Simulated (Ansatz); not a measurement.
**Down a group: vertical ionisation energies of HGeF, HGeCl, HGeBr**

Ansatz 0.2.0, basis cc-pVDZ; geometries are PBE0/def2-TZVP minima. Wave-function levels freeze the cores with the filled d shells of p-block atoms; HF, MP2 and coupled cluster are restricted for singlets and unrestricted otherwise, restricted open-shell where a d shell is frozen. The reference is CCSDT(Q) or CCSDTQ (coupled cluster only where its series has nearly closed). An error is the level's value less the reference. None of these values is a measured one. Energies are electronic, without zero-point terms. No spin–orbit coupling and no scalar relativity. The set is small: such energies can lie up to about 0.3 eV from the limit, spin gaps mostly less, so near ties and functionals' places can change in larger sets. The species are chosen: bound, without strong static correlation by their natural occupations or amplitudes, in their lowest spin state as far as vertical gaps and like structures tell, with only the lowest ion state computed, and with a ladder that closes on the reference, so errors are smaller than for species at large; levels whose determinant breaks symmetry or spin markedly are left out.

```tsv
species	bonds (Å)	quantity	symmetry of the states	reference	value (eV)	error HF	error MP2	error CCSD	error CCSD(T)	error CCSDT
HGeF, singlet	F–Ge 1.757, Ge–H 1.609, angle at Ge 94°	vertical ionisation to the doublet	A' / A'	CCSDTQ	9.579	-0.323	-0.085	0.048	0.009	0.001
HGeCl, singlet	Cl–Ge 2.183, Ge–H 1.600, angle at Ge 94°	vertical ionisation to the doublet	A' / A'	CCSDT(Q)	9.319	-0.264	0.025	0.076	0.015	0.000
HGeBr, singlet	Ge–Br 2.339, Ge–H 1.598, angle at Ge 93°	vertical ionisation to the doublet	A' / A'	CCSDTQ	9.129	-0.190	0.077	0.093	0.020	0.003
```

The reference falls from F to Br, by 0.450 eV in all.
